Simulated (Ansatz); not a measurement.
**CHBO (SMILES B=C=O): one structure at several levels**

Aim: energy, forces and dipole at a frame of a short trajectory, from CCSD(T) and from density functionals.

The runs use Ansatz 0.2.0, Gaussian basis; single points in def2-TZVPP.

Correlated methods freeze the cores.

## Step 1: The system as given

SMILES `B=C=O`, 4 atoms, charge 0, spin multiplicity 1.

Atoms are counted from 1 here; the program's logs count them from 0.

Bond lengths: B1–C2 1.551 Å, B1–H4 1.213 Å, C2–O3 1.130 Å. Angles: C2–B1–H4 105.2°, B1–C2–O3 150.8°.

Coordinates:

```xyz
4
CHBO
B    -0.3813    0.5435   -0.3583
C     0.1807   -0.6814    0.4102
O     0.9987   -1.1775    1.0112
H    -1.4484    0.1779   -0.8033
```

## Step 2: PBE-D4/def2-TZVPP

run/in.yaml reads:

```yaml
crystal:
  periodic: [false, false, false]
  atoms:
    - {symbol: B, position_ang: [-0.381346, 0.543515, -0.358288]}
    - {symbol: C, position_ang: [0.180741, -0.681370, 0.410157]}
    - {symbol: O, position_ang: [0.998726, -1.177545, 1.011228]}
    - {symbol: H, position_ang: [-1.448405, 0.177873, -0.803302]}
basis:
  gaussian: {orbitals: def2-TZVPP}
hamiltonian: {xc: pbe, dispersion: d4}
output: {forces: true}
```

Launch:

```sh
$ ansatz run in.yaml --threads 2 --pin off --events-out ev --progress --plain --max-ram 3481MiB
```

What it wrote:

```text
Functional definition: PBE
  name "PBE"
  cite "Perdew, Burke & Ernzerhof, Phys. Rev. Lett. 77, 3865 (1996) doi:10.1103/PhysRevLett.77.3865"
  parent pbe
  parameter kappa = 0.804
  parameter beta = 0.06672455060314922
  exchange = pbe_x(kappa = kappa, mu = beta*pi^2/3)
  correlation = pbe_c(beta = beta)
559 factors; their error is unknown
mean field evaluation 1: about -3766.6918 eV, gradient 3.9e1 eV
mean field evaluation 2: about -3757.4759 eV, gradient 7.6e1 eV
mean field evaluation 4: about -3769.7233 eV, gradient 2.1e0 eV
mean field evaluation 8: about -3769.7379 eV, gradient 1.6e-1 eV
mean field evaluation 16: about -3769.7302 eV, gradient 1.9e-4 eV
mean field -3769.73015942 eV, -138.5350281439 hartree, gradient 3.6e-5 eV, S^2 0.000000; 1 other end points of the search recorded, 0 dependent functions left out
the calculation of the forces begins
reference -3769.73019131 eV, -138.5350293156 hartree; 10, 10 occupied and 97, 97 virtual orbitals, 559 factors
Total energy: -3769.77568686 eV, -138.5367012463 hartree
Atom 0 at    -0.381346     0.543515    -0.358288 Å, force    -0.803431    -0.829922    -0.101306 eV/Å
Atom 1 at     0.180741    -0.681370     0.410157 Å, force    -1.693347     2.479122    -1.794091 eV/Å
Atom 2 at     0.998726    -1.177545     1.011228 Å, force     2.588556    -2.247786     2.172178 eV/Å
Atom 3 at    -1.448405     0.177873    -0.803302 Å, force    -0.091778     0.598585    -0.276780 eV/Å
Dipole moment:    -0.103997    -0.210547     0.029325 e Å
```

Run time: 1 s. Hardware: 2 threads of Arm Neoverse V1, shared host; peak memory 0.12 GiB.

## Step 3: r2SCAN-D4/def2-TZVPP

run/in.yaml: that of step 2 with these lines changed.

```diff
@@ -9,3 +9,3 @@
   gaussian: {orbitals: def2-TZVPP}
-hamiltonian: {xc: pbe, dispersion: d4}
+hamiltonian: {xc: r2scan, dispersion: d4}
 output: {forces: true}
```

Launch:

```sh
$ ansatz run in.yaml --threads 2 --pin off --events-out ev --progress --plain --max-ram 3481MiB
```

What it wrote, shortened:

```text
Functional definition: r2SCAN
  name "r2SCAN"
  cite "Furness, Kaplan, Ning, Perdew & Sun, J. Phys. Chem. Lett. 11, 8208 (2020) doi:10.1021/acs.jpclett.0c02405"
  cite "Furness, Kaplan, Ning, Perdew & Sun, J. Phys. Chem. Lett. 11, 9248 (2020) doi:10.1021/acs.jpclett.0c03077"
  parent r2scan
[...]
559 factors; their error is unknown
[...]
mean field -3772.09017230 eV, -138.6217570173 hartree, gradient 2.8e-5 eV, S^2 0.000000; 1 other end points of the search recorded, 0 dependent functions left out
[...]
reference -3772.09018170 eV, -138.6217573630 hartree; 10, 10 occupied and 97, 97 virtual orbitals, 559 factors
Total energy: -3772.10043602 eV, -138.6221342023 hartree
Atom 0 at    -0.381346     0.543515    -0.358288 Å, force    -0.954936    -0.967187    -0.130766 eV/Å
Atom 1 at     0.180741    -0.681370     0.410157 Å, force    -0.874139     2.103826    -1.239640 eV/Å
Atom 2 at     0.998726    -1.177545     1.011228 Å, force     1.784788    -1.803171     1.598586 eV/Å
Atom 3 at    -1.448405     0.177873    -0.803302 Å, force     0.044286     0.666532    -0.228180 eV/Å
Dipole moment:    -0.117632    -0.215578     0.024331 e Å
```

Wall time 2.1 s (2 threads of Arm Neoverse V1, shared host); peak memory 0.14 GiB.

## Step 4: PBE0-D4/def2-TZVPP

run/in.yaml: that of step 3 with these lines changed.

```diff
@@ -9,3 +9,3 @@
   gaussian: {orbitals: def2-TZVPP}
-hamiltonian: {xc: r2scan, dispersion: d4}
-output: {forces: true}
+hamiltonian: {xc: pbe0, dispersion: d4}
+output: {forces: true, orbitals: {seedname: orbitals}}
```

Launch:

```sh
$ ansatz run in.yaml --threads 2 --pin off --events-out ev --progress --plain --max-ram 3481MiB
```

What it wrote, shortened:

```text
Functional definition: PBE0
  name "PBE0"
  cite "Adamo & Barone, J. Chem. Phys. 110, 6158 (1999) doi:10.1063/1.478522"
[... 2 set-up lines as earlier in the session ...]
[...]
559 factors; their error is unknown
[...]
mean field -3769.62962993 eV, -138.5313337533 hartree, gradient 3.2e-5 eV, S^2 0.000000; 0 other end points of the search recorded, 0 dependent functions left out
[...]
reference -3769.62965381 eV, -138.5313346309 hartree; 10, 10 occupied and 97, 97 virtual orbitals, 559 factors
Total energy: -3769.66708400 eV, -138.5327101648 hartree
Atom 0 at    -0.381346     0.543515    -0.358288 Å, force    -0.955451    -1.016997    -0.110940 eV/Å
Atom 1 at     0.180741    -0.681370     0.410157 Å, force    -0.361278     1.873974    -0.898772 eV/Å
Atom 2 at     0.998726    -1.177545     1.011228 Å, force     1.274304    -1.525839     1.238710 eV/Å
Atom 3 at    -1.448405     0.177873    -0.803302 Å, force     0.042425     0.668861    -0.228997 eV/Å
Dipole moment:    -0.130765    -0.214259     0.016979 e Å
```

Run time: 0.96 s. Hardware: 2 threads of Arm Neoverse V1, shared host; peak memory 0.13 GiB.

## Step 5: wB97M-V/def2-TZVPP

run/in.yaml: that of step 4 with these lines changed.

```diff
@@ -9,3 +9,3 @@
   gaussian: {orbitals: def2-TZVPP}
-hamiltonian: {xc: pbe0, dispersion: d4}
-output: {forces: true, orbitals: {seedname: orbitals}}
+hamiltonian: {xc: {name: wB97M-V}}
+output: {forces: true}
```

Launch:

```sh
$ ansatz run in.yaml --threads 2 --pin off --events-out ev --progress --plain --max-ram 3481MiB
```

What it wrote, shortened:

```text
Functional definition: wB97M-V
  name "wB97M-V"
  cite "Mardirossian & Head-Gordon, J. Chem. Phys. 144, 214110 (2016) doi:10.1063/1.4952647"
  cite "Becke, J. Chem. Phys. 107, 8554 (1997) doi:10.1063/1.475007"
  cite "Vydrov & Van Voorhis, J. Chem. Phys. 133, 244103 (2010) doi:10.1063/1.3521275"
  # Of w^i u^j: cxij and so on, Table III.
[...]
  gx(w, u) = 1 - cx + cx01*u + cx10*w
  gss(w, u) = css00 + css04*u^4 + css10*w + css20*w^2 + css43*w^4*u^3
  gos(w, u) = cos00 + cos10*w + (cos20 + cos21*u)*w^2 + (cos60 + cos61*u)*w^6
[...]
      + integral(e_c_pw_mod_opposite_spin*gos(b97_w_opposite, b97_u_opposite)) + vv10(b, c)
559 factors; their error is unknown
133 factors; integrals over basis functions are off by at most 1.8e-5 eV
[...]
mean field -3772.97907015 eV, -138.6544234111 hartree, gradient 4.1e-5 eV, S^2 0.000000; 0 other end points of the search recorded, 0 dependent functions left out
[...]
reference -3772.97910718 eV, -138.6544247718 hartree; 10, 10 occupied and 97, 97 virtual orbitals, 559 factors
Total energy: -3772.97910718 eV, -138.6544247718 hartree
Atom 0 at    -0.381346     0.543515    -0.358288 Å, force    -1.116873    -0.940840    -0.226180 eV/Å
Atom 1 at     0.180741    -0.681370     0.410157 Å, force    -0.160377     1.730559    -0.746101 eV/Å
Atom 2 at     0.998726    -1.177545     1.011228 Å, force     1.110926    -1.467735     1.136444 eV/Å
Atom 3 at    -1.448405     0.177873    -0.803302 Å, force     0.166324     0.678017    -0.164164 eV/Å
Dipole moment:    -0.128854    -0.234070     0.025486 e Å
```

It took 3.4 s on 2 threads of Arm Neoverse V1, shared host; peak memory 0.17 GiB.

## Step 6: CCSD(T)/def2-TZVPP

run/in.yaml: that of step 5 with these lines changed.

```diff
@@ -9,3 +9,3 @@
   gaussian: {orbitals: def2-TZVPP}
-hamiltonian: {xc: {name: wB97M-V}}
+correlation: {method: ccsd_t}
 output: {forces: true}
```

Launch:

```sh
$ ansatz run in.yaml --threads 2 --pin off --events-out ev --progress --plain --max-ram 3481MiB
```

What it wrote, shortened:

```text
Functional definition: HF
  name "HF"
  cite "Fock, Z. Phys. 61, 126 (1930) doi:10.1007/BF01340294"
[... 1 set-up line as earlier in the session ...]
[...]
673 factors; integrals over basis functions are off by at most 9.1e-4 eV
[...]
mean field -3752.95900630 eV, -137.9186996346 hartree, gradient 2.5e-6 eV, S^2 0.000000; 3 other end points of the search recorded, 0 dependent functions left out; unrestricted orbitals would lower it
determinant -3752.95900630 eV, -137.9186996346 hartree, with singles and doubles -3766.04614780 eV, -138.3996432137 hartree
determinant -3750.38809857 eV, -137.8242205180 hartree, with singles and doubles -3763.68768704 eV, -138.3129713797 hartree
3 core orbitals not correlated: weight in the atoms' cores, before any rotation towards them, 1.000 or more for the frozen orbitals, at most 0.000 for the correlated occupied ones
reference -3752.95900630 eV, -137.9186996346 hartree; 7, 7 occupied and 97, 97 virtual orbitals, 673 factors
second order -12.54422905 eV of doubles, -0.00000000 eV of singles
cycle   1  -12.93237651 eV  change   -9.2e-1 eV  update   2.4e-2
[...]
cycle  16  -12.96464413 eV  change   -7.3e-8 eV  update   5.6e-7
perturbative correction -0.68535979 eV, -0.0251865076 hartree
[...]
Total energy: -3766.60901022 eV, -138.4203280264 hartree
Atom 0 at    -0.381346     0.543515    -0.358288 Å, force    -1.083022    -0.626417    -0.332250 eV/Å
Atom 1 at     0.180741    -0.681370     0.410157 Å, force    -1.262809     1.947157    -1.378210 eV/Å
Atom 2 at     0.998726    -1.177545     1.011228 Å, force     2.246889    -1.986077     1.905316 eV/Å
Atom 3 at    -1.448405     0.177873    -0.803302 Å, force     0.098942     0.665338    -0.194856 eV/Å
Dipole moment:    -0.111565    -0.189484     0.017488 e Å
```

Wall time 20 s (2 threads of Arm Neoverse V1, shared host); peak memory 0.62 GiB.

## Step 7: Comparison

```tsv
method	RMS force component (eV/Å)	RMS error against CCSD(T) (eV/Å)	angle to CCSD(T) forces (°)	dipole (D)
PBE-D4	1.594	0.305	7.5	1.14
r2SCAN-D4	1.228	0.244	9.2	1.19
PBE0-D4	1.016	0.489	17.2	1.21
wB97M-V	0.955	0.572	20.7	1.29
CCSD(T)	1.356	reference	reference	1.06
```

Energy less the free neutral atoms in their ground states at the same level (atoms from separate runs):

Differences are taken before rounding.

```tsv
method	rung	energy less atoms (eV)	from CCSD(T) (eV)
PBE-D4	GGA	-16.908	-1.538
r2SCAN-D4	meta-GGA	-16.162	-0.791
PBE0-D4	hybrid	-16.039	-0.669
wB97M-V	range-separated hybrid	-15.977	-0.607
Hartree-Fock	wavefunction	-10.298	+5.072
MP2	wavefunction	-16.005	-0.635
CCSD	wavefunction	-14.853	+0.517
CCSD(T)	wavefunction	-15.370	0
```

What each level took, beside its miss in the forces (shared host):

```tsv
method	time	RMS force error (eV/Å)
PBE-D4	1 s	0.305
r2SCAN-D4	2.1 s	0.244
PBE0-D4	0.96 s	0.489
wB97M-V	3.4 s	0.572
CCSD(T)	20 s	0
```

## Step 8: What came out

```
                                  quantity                                                             value
energy less free atoms, CCSD(T)/def2-TZVPP                                                        -15.370 eV
                       RMS force component                              0.955 to 1.594 eV/Å over the methods
                           RMS force error  PBE-D4 0.305, r2SCAN-D4 0.244, PBE0-D4 0.489, wB97M-V 0.572 eV/Å
                    HOMO and LUMO, PBE0-D4                                                -6.38 and -3.79 eV
                             T1 diagnostic                                                             0.022
```

**Reading.** Against CCSD(T) the functionals' energies less atoms differ by -1.538 to -0.607 eV, PBE-D4 by -1.538 eV. The reference is not at the basis limit: in triple zeta CCSD(T) underbinds, which counts against methods that bind more; the gaps are no ranking. The forces of r2SCAN-D4 come nearest to CCSD(T), those of wB97M-V are farthest. Frozen-core CCSD(T) forces in triple zeta carry basis errors of their own, and this is one geometry, so small gaps rank nothing. The restricted Hartree–Fock reference is unstable towards an unrestricted one at one or more of these structures.
